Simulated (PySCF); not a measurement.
# BH5S (B(H2S)H3): levels of theory compared

We compute a comparison of 6 runs (MP2/STO-6G, BCCD(T)/STO-6G, CCSDT(Q)/STO-6G, CCSDT/STO-6G, QCISD(T)/STO-6G, CCSD(T)/STO-6G) of BH5S (B(H2S)H3). 

The results are computed with PySCF 2.14.0.

3 further runs of the same task are left out: 3 set aside as unsound or not needed.

## 1. The structure to begin with

The species is BH5S (7 atoms), meant as a singlet with charge 0. SMILES: `[H]B([H])([H])<-S`. The shape is that of a GFN2-xTB optimisation.

Bond lengths: B1–S2 2.040 Å, S2–H3 1.336 Å, S2–H4 1.337 Å, B1–H5 1.181 Å, B1–H6 1.184 Å, B1–H7 1.181 Å. Angles: B1–S2–H3 98.0°, B1–S2–H4 98.0°, S2–B1–H5 102.5°, S2–B1–H6 103.4°, S2–B1–H7 102.5°, H3–S2–H4 92.0°, H5–B1–H6 115.4°, H5–B1–H7 114.9°, H6–B1–H7 115.4°.

## 2. The energy at MP2/STO-6G (run 1)

Input file start.xyz:

```xyz
7

B      0.127630    -0.217240    -0.817090
S      0.134050    -0.231310     1.222430
H      0.506250     1.037510     1.415020
H     -1.154430     0.067690     1.414850
H      1.280190    -0.216980    -1.075620
H     -0.453000     0.779570    -1.081760
H     -0.440700    -1.219250    -1.077830
```

Input file run.py:

```python
# B(H2S)H3
from pyscf import gto, scf, mp

mol = gto.Mole()
mol.atom = 'start.xyz'
mol.verbose = 3
mol.max_memory = 1860
mol.spin = 0
mol.basis = 'sto-6g'
mol.build()

mf = scf.RHF(mol)
mf.conv_tol = 1e-10
mf.kernel()
if not mf.converged:
    mf = mf.newton().run(mf.mo_coeff, mf.mo_occ)

pt = mp.MP2(mf, frozen=6).run()
e_final = pt.e_tot
print(f'total energy: {e_final:.8f} hartree')
```

Run with:

```console
$ OMP_NUM_THREADS=1 python run.py
```

Output:

```text
converged SCF energy = -423.683457787137
E(RMP2) = -423.757933463637  E_corr = -0.0744756765004165
E(SCS-RMP2) = -423.770098336746  E_corr = -0.086640549609297
total energy: -423.75793346 hartree
```

It took 0.89 s on 1 thread of Arm Neoverse V2, shared host; peak memory 0.11 GiB.

## 3. The energy at BCCD(T)/STO-6G (run 2)

Input file calc.py:

```python
# B(H2S)H3
from pyscf import gto, cc
from pyscf.cc.bccd import bccd_kernel_

molecule = gto.Mole()
molecule.atom = '''
B      0.127630    -0.217240    -0.817090
S      0.134050    -0.231310     1.222430
H      0.506250     1.037510     1.415020
H     -1.154430     0.067690     1.414850
H      1.280190    -0.216980    -1.075620
H     -0.453000     0.779570    -1.081760
H     -0.440700    -1.219250    -1.077830
'''
molecule.basis = 'sto-6g'
molecule.max_memory = 1860
molecule.verbose = 3
molecule.build()

mf = molecule.RHF()
mf.conv_tol = 1e-10
mf.kernel()
if not mf.converged:
    mf = mf.newton().run(mf.mo_coeff, mf.mo_occ)

mycc = cc.CCSD(mf, frozen=6).run()
mycc = bccd_kernel_(mycc, diis=True)
e_t = mycc.ccsd_t()
energy = mycc.e_tot + e_t
print('E(%s) = %.9f' % ('BCCD(T)', energy))
```

Run with:

```console
$ OMP_NUM_THREADS=1 python calc.py
```

Output:

```text
converged SCF energy = -423.683457787137
E(CCSD) = -423.7896793208218  E_corr = -0.106221533685151
BCCD loop starts.

[... 20 lines left out ...]
CCSD converged
[... 21 lines left out ...]
CCSD converged
[... 20 lines left out ...]
CCSD converged
[... 3 lines left out ...]
E(BCCD(T)) = -423.790190947
```

Run time: 1.1 s. Hardware: 1 thread of Arm Neoverse V2, shared host; peak memory 0.12 GiB.

## 4. A single-point energy at CCSDT(Q)/STO-6G (run 3)

Input file run.py:

```python
from pyscf import gto, cc

mol = gto.M(
    atom='''
B      0.241186    -0.410524    -1.544076
S      0.253318    -0.437113     2.310058
H      0.956674     1.960610     2.674000
H     -2.181557     0.127916     2.673679
H      2.419208    -0.410033    -2.032627
H     -0.856046     1.473174    -2.044230
H     -0.832802    -2.304049    -2.036804
''',
    verbose=3,
    charge=0,
    basis='sto-6g',
    max_memory=1860,
    unit='bohr',
)

hf = mol.RHF()
hf.conv_tol = 1e-10
hf.kernel()
if not hf.converged:
    hf = hf.newton().run(hf.mo_coeff, hf.mo_occ)

mycc = cc.CCSDT(hf, frozen=6)
mycc.kernel()
e_bracket, e_q = mycc.ccsdt_q()
e_final = mycc.e_tot + e_q
print('E = %.10f Eh' % e_final)
```

Run with:

```console
$ OMP_NUM_THREADS=1 python run.py
```

Output:

```text
converged SCF energy = -423.683457769626
_make_eris_incore_RCCSDT

WARN: A large `blksize` is being used, which may cause large memory consumption
      for storing contraction intermediates. If memory is sufficient, consider using
      `pyscf.cc.rccsdt_highm.RCCSDT` instead.

RCCSDT converged
E(RCCSDT) = -423.790370531135   E_corr = -0.1069127615090384
E_corr(same-spin) = -0.00270748939188581
E_corr(oppo-spin) = -0.104205272117153
_make_eris_incore_RCCSDT
E = -423.7903565298 Eh
```

Run time: 1.7 s. Hardware: 1 thread of Arm Neoverse V2, shared host; peak memory 0.12 GiB.

Runs 4 to 5 aren't shown in full; the table further down has their settings and results.

## 5. A single-point energy at CCSD(T)/STO-6G (run 6)

Input file input.py:

```python
from pyscf import gto, cc

mol = gto.M(
    atom=[
    ('B', (0.127630, -0.217240, -0.817090)),
    ('S', (0.134050, -0.231310, 1.222430)),
    ('H', (0.506250, 1.037510, 1.415020)),
    ('H', (-1.154430, 0.067690, 1.414850)),
    ('H', (1.280190, -0.216980, -1.075620)),
    ('H', (-0.453000, 0.779570, -1.081760)),
    ('H', (-0.440700, -1.219250, -1.077830)),
],
    verbose=3,
    basis='sto-6g',
    charge=0,
    spin=0,
    max_memory=1860,
)

calc0 = mol.RHF()
calc0.conv_tol = 1e-10
calc0.kernel()
if not calc0.converged:
    calc0 = calc0.newton().run(calc0.mo_coeff, calc0.mo_occ)

mycc = cc.CCSD(calc0, frozen=6)
mycc.kernel()
e_t = mycc.ccsd_t()
energy = mycc.e_tot + e_t
print(f'total energy: {energy:.8f} hartree')
```

Run with:

```console
$ OMP_NUM_THREADS=1 python input.py
```

Output:

```text
converged SCF energy = -423.683457787137
E(CCSD) = -423.7896793208218  E_corr = -0.106221533685151
CCSD(T) correction = -0.000524175285348241
total energy: -423.79020350 hartree
```

Run time: 0.97 s. Hardware: 1 thread of Arm Neoverse V2, shared host; peak memory 0.12 GiB.

## 6. Overview of the runs

| run | level | energy (Eh) | dipole moment (D) of the reference | HOMO energy (eV) | LUMO energy (eV) | wall time |
| --- | --- | --- | --- | --- | --- | --- |
| 1 | MP2/STO-6G | -423.757933 | 4.63 | -10.23 | 10.05 | 0.89 s |
| 2 | BCCD(T)/STO-6G | -423.790191 | – | – | – | 1.1 s |
| 3 | CCSDT(Q)/STO-6G | -423.790357 | 4.63 | -10.23 | 10.05 | 1.7 s |
| 4 | CCSDT/STO-6G | -423.790371 | 4.63 | -10.23 | 10.05 | 1.1 s |
| 5 | QCISD(T)/STO-6G | -423.790250 | 4.63 | -10.23 | 10.05 | 0.87 s |
| 6 | CCSD(T)/STO-6G | -423.790203 | 4.63 | -10.23 | 10.05 | 0.97 s |

## 7. Outcome

```
                                          quantity          value
                               run 6: total energy  -423.79020 Eh
       run 6: dipole moment (Hartree–Fock density)         4.63 D
        run 6: HOMO energy (Hartree–Fock orbitals)      -10.23 eV
        run 6: LUMO energy (Hartree–Fock orbitals)       10.05 eV
      run 6: HOMO–LUMO gap (Hartree–Fock orbitals)       20.28 eV
run 6: correlation energy (6 core orbitals frozen)     -106.7 mEh
                             run 6: (T) correction      -0.52 mEh
                              run 6: T1 diagnostic          0.006
```

In runs 1, 2, 3, 4, 5, 6 the basis is minimal, so the values are rough. All runs together took 6.7 s, the longest 1.7 s.
